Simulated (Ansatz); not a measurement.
hcp Os was calculated with PBE in Ansatz (plane waves, PAW).

Run with plane-wave cutoff 520 eV, 24×24×14 k mesh (along the axes of the cell as run), Fermi–Dirac smearing 0.05 eV, no spin polarisation, scalar-relativistic PAW data made under PBE.

Energies at three volumes about the minimum:

```csv
V (Å³/atom),E − E_lowest (meV/atom)
13.990,7.37
14.276,0.00
14.561,6.79
```

**Question.** Fit a parabola by hand: where is the minimum, and what is the bulk modulus?

**Answer.** Slopes: (0.00 − 7.37)/(14.276 − 13.990) = -25.769 and (6.79 − 0.00)/(14.561 − 14.276) = 23.825 meV/Å³. Curvature E″ = 2 × (23.825 − (-25.769))/(14.561 − 13.990) = 173.709 meV/Å⁶. From the middle of the first interval, the slope vanishes at V0 = 14.1330 − (-25.769)/173.709 = 14.281 Å³/atom. B = V0 E″ = 14.281 × 173.709 meV/Å³ × 0.1602 GPa per meV/Å³ = 397 GPa. The full Birch–Murnaghan fit to all volumes gives V0 = 14.276 Å³/atom and B0 = 397 GPa.

Shape and atoms are relaxed at each volume.

Measured, for comparison: bulk modulus 425 GPa (zero-point energy and finite temperature contributions removed; as tabulated in doi:10.1021/acs.jctc.3c00612); equilibrium volume per atom 13.85 Å³/atom (copied from a table, unchecked, extrapolated to 0 K and zero-point effects removed; as tabulated in Lejaeghere et al. (2013), arXiv:1204.2733). Computed less measured: bulk modulus -7 %, equilibrium volume per atom not scored (unchecked).

Ansatz is a quantum-chemistry and plane-wave program.
